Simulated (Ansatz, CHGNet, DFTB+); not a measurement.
## Ladder of methods for the equilibrium volume per atom of hcp Lu

Reference value: 29.52 Å³/atom (measured, room temperature, not corrected to a static lattice; as tabulated in Söderlind et al. (2014), doi:10.1088/0953-8984/26/41/416001).

**Question.** What do GFN1-xTB as cut by DFTB+, CHGNet 0.3.0, LDA, PBE, PBE-D3(BJ), rVV10, r²SCAN-D4 give, and how far is each from the reference?

**Answer.** 
| level (code) | value (Å³/atom) | difference (%) |
|---|---|---|
| GFN1-xTB as cut by DFTB+ | 41.88 | +42 |
| CHGNet 0.3.0 | 29.85 | +1.1 |
| LDA (Ansatz) | 25.99 | -12.0 |
| PBE (Ansatz) | 29.10 | -1.4 |
| PBE-D3(BJ) (Ansatz) | 27.91 | -5.5 |
| rVV10 (Ansatz) | 28.69 | -2.8 |
| r²SCAN-D4 (Ansatz) | 28.91 | -2.1 |

Leaving aside GFN1-xTB as cut by DFTB+ (doubt noted below): The reference is not for a static lattice or low temperature, so close values are not ranked against it. Off by more than 3.8 %, or 5.2 % on the side where a correction would as a rule narrow the miss (bounds picked here): LDA (-12.0 %), PBE-D3(BJ) (-5.5 %).

The measured value isn't corrected to a static lattice, so vibrations enter the comparison. A static lattice is as a rule a little smaller than the measured one.  Density-functional levels without +SOC have no spin–orbit coupling. GFN1-xTB as cut by DFTB+: the cell has another shape than the first-principles one, perhaps another minimum in the same group. GFN1-xTB as cut by DFTB+: the cell moved over 20 % in volume from its start. GFN1-xTB as cut by DFTB+: the method was fitted mainly to molecules. GFN1-xTB as cut by DFTB+: codes differ in how they cut the long-range tail of xTB's charge interaction in a crystal, so the value belongs to this code. Cutoffs and k meshes differ between the levels. Ansatz's density-functional and Hartree–Fock values are scalar-relativistic unless marked +SOC, with PAW data made under PBE.

Machine-learned potentials (CHGNet 0.3.0) are trained on DFT data: a solid inside that data is no test of them.

Differences are worked out from the printed values.

Ansatz is an electronic-structure program.
